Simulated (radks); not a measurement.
# F²⁺ in [He] 2s2 2p2.5 3p0.5: an all-electron calculation

Aim: the levels, the sizes of the orbitals and the parts of the energy of the fluorine ion F2+.

The numbers are computed with radks (a radial shooting solver on a logarithmic mesh, Libxc functionals) version 1 (non-relativistic Kohn-Sham, PBEsol, spin-polarised, spherical densities, point nucleus; open shells are filled with parallel spins first), except any that are marked as measured or tabulated.

### Step 1. What is computed

| Item | Value |
| --- | --- |
| element | fluorine (Z = 9) |
| charge | +2 |
| electrons | 7 |
| configuration | [He] 2s2 2p2.5 3p0.5 |

### Step 2. The run

Settings of this run:

```text
Z 9
configuration [He] 2s2 2p2.5 3p0.5 3s0 3d0
relativity non-relativistic
functional pbe_sol,pbe_sol
spin polarised
nucleus point
```

On the command line:

```bash
> python run_ks.py task.json out
```

This one command runs every case of the session in turn.

Q: Predict the outcome of this run.

The runs gave:

| quantity | value |
| --- | --- |
| total energy | -96.68259 hartree |
| exchange-correlation share of it | 8.99 % |
| −T/E | 0.9980 |
| highest occupied level | 3p up, -14.571 eV |
| most extended occupied level | 3p up, <r> = 3.09 bohr |
| radius at density 0.001 e/bohr³ | 3.50 bohr |
| maxima of the radial density | 2 |

**Reading.** The radial density shows 2 maxima for 3 occupied principal shells; where shells overlap, one shows as a shoulder or not at all. The ratio −T/E is 0.9980; for a non-relativistic Coulomb system it is 1 up to the kinetic part of correlation. This is not the tabulated ground configuration, so its levels and sizes aren't those of the ground state, and no measured value stands beside it.
